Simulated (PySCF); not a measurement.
DMABN, C₉H₁₀N₂.
SMILES with atom numbers: `[CH3:1][N:2]([CH3:3])[c:4]1[cH:5][cH:6][c:7]([C:8]#[N:9])[cH:10][cH:11]1` (hydrogens: H12, H13, H14 on C1; H15, H16, H17 on C3; H18 on C5; H19 on C6; H20 on C10; H21 on C11)

Level of theory: PBE0-D3(BJ)/def2-SVP geometry optimisation, gas phase (PySCF).

(1) List the bond lengths, angles and torsions at this level.

Results:

(1) 
```json
{"bond": "C1–N2, N2–C3", "length (Å)": "1.440", "order": "single"}
{"bond": "N2–C4", "length (Å)": "1.368", "order": "single"}
{"bond": "C4–C5, C4–C11", "length (Å)": "1.416", "order": "aromatic"}
{"bond": "C5–C6, C10–C11", "length (Å)": "1.384", "order": "aromatic"}
{"bond": "C6–C7, C7–C10", "length (Å)": "1.404", "order": "aromatic"}
{"bond": "C7–C8", "length (Å)": "1.427", "order": "single"}
{"bond": "C8≡N9", "length (Å)": "1.161", "order": "triple"}
{"bond": "C1–H12 and 5 like bonds", "length (Å)": "1.102", "order": "single"}
{"bond": "C5–H18, C11–H21", "length (Å)": "1.089", "order": "single"}
{"bond": "C6–H19, C10–H20", "length (Å)": "1.092", "order": "single"}
```

Bonds in one row agree within 0.01 Å and their mean is given. Orders are formal, as drawn. A selection of angles:
```json
{"angle": "C1–N2–C3", "degrees": "119.9"}
{"angle": "C1–N2–C4", "degrees": "120.0"}
{"angle": "N2–C4–C5", "degrees": "121.3"}
{"angle": "C5–C4–C11", "degrees": "117.4"}
{"angle": "C4–C5–C6", "degrees": "121.1"}
{"angle": "C5–C6–C7", "degrees": "121.0"}
{"angle": "C6–C7–C8", "degrees": "120.9"}
{"angle": "C6–C7–C10", "degrees": "118.3"}
{"angle": "C7–C8–N9", "degrees": "180.0"}
```

Dihedral angles: C1–N2–C4–C5 180° (antiperiplanar).

N2 (aniline-type nitrogen) is planar (angles 120.0°, 120.0° and 119.9°, sum 360.0°, 0.00 Å off the plane of its three neighbours). Of the pairs four or more bonds apart, C1···H21 is among the closest relative to their van der Waals radii: 2.48 Å, 86 % of the sum of Bondi's values. The 6-membered ring C4–C5–C6–C7–C10–C11 has internal angles of 117.4° to 121.1° (sum 720°, against 720° for a flat polygon); it is planar, 0.00 Å rms from its mean plane, widest ring torsion 0°. The C–C distances run from 1.384 Å (C10–C11, aromatic) to 1.427 Å (C7–C8, drawn single), a spread of 0.043 Å. The 11 heavy atoms lie in one plane (0.001 Å rms). The C–N distances run from 1.161 Å (C8≡N9, drawn triple) to 1.440 Å (C1–N2, drawn single), a spread of 0.279 Å.

Point group: C2v (every atom within 0.08 Å of its image). Not checked by PBE0-D3(BJ)/def2-SVP frequencies.
